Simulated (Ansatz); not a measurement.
**P₄: geometry and vibrations**

The task is to find a stationary geometry of P₄, check the end point by its vibrations and derive ideal-gas thermochemistry.

Method: RKS PBE0-D4/def2-TZVP; program: Ansatz 0.2.0, Gaussian basis.

Levels to be run: relaxation at PBE0-D4/def2-TZVP; harmonic vibrations at the same level.

1 further run of the same task is left out (set aside as unsound or not needed).

## Step 1: The system as given

SMILES `p12p3p1p23`, 4 atoms, charge 0, spin multiplicity 1.

Atoms are counted from 1 here; the program's logs count them from 0.

Bond lengths: P1–P2 2.185 Å, P1–P3 2.185 Å, P1–P4 2.185 Å, P2–P3 2.185 Å, P2–P4 2.185 Å, P3–P4 2.185 Å. Angles: P2–P1–P3 60.0°, P2–P1–P4 60.0°, P3–P1–P4 60.0°, P1–P2–P3 60.0°, P1–P2–P4 60.0°, P3–P2–P4 60.0°, P1–P3–P2 60.0°, P1–P3–P4 60.0°, P2–P3–P4 60.0°, P1–P4–P2 60.0°, P1–P4–P3 60.0°, P2–P4–P3 60.0°.

Coordinates:

```mol
P4
  3D, bonds by distance, orders not assigned

  4  6  0  0  0  0  0  0  0  0999 V2000
   -0.7252   -0.1000    1.1200 P   0  0
    1.2955    0.1098    0.3158 P   0  0
   -0.1850   -1.0922   -0.7502 P   0  0
   -0.3853    1.0825   -0.6856 P   0  0
  1  2  8  0
  2  3  8  0
  3  4  8  0
  1  3  8  0
  1  4  8  0
  2  4  8  0
M  END
```

The start is a GFN2-xTB geometry.

## Step 2: Relaxation at PBE0-D4/def2-TZVP

in.yaml

```yaml
crystal:
  periodic: [false, false, false]
  atoms:
    - {symbol: P, position_ang: [-0.725180, -0.100030, 1.119960]}
    - {symbol: P, position_ang: [1.295470, 0.109810, 0.315800]}
    - {symbol: P, position_ang: [-0.185020, -1.092240, -0.750200]}
    - {symbol: P, position_ang: [-0.385270, 1.082470, -0.685570]}
basis:
  gaussian: {orbitals: def2-TZVP}
hamiltonian: {xc: pbe0, dispersion: d4}
relax: {f_tol: 0.005, max_steps: 150}
```

Further steps of the session: Vibrations by finite differences.

Before running them: what should the planned runs give, taken together? Wanted: point group; shift from the start; total energy; dispersion term; dipole moment; lowest, highest wavenumber; zero-point energy.

As calculated:

| quantity | value |
| --- | --- |
| point group | Td |
| steps | 3 |
| shift from the start (rms) | 0.001 Å |
| total energy | -37143.9913 eV |
| dispersion term | -204 meV |
| dipole moment | 0.00 D |
| lowest, highest wavenumber | 392, 640 cm⁻¹ |
| zero-point energy | 4.1 kcal/mol |
| entropy at 298.15 K | 277.6 J/(mol K) |

**Reading.** The atoms moved 0.001 Å (rms) from the start. All wavenumbers are real, so the end point is a minimum. The stiffest mode, 640 cm⁻¹, is a P–P stretch.
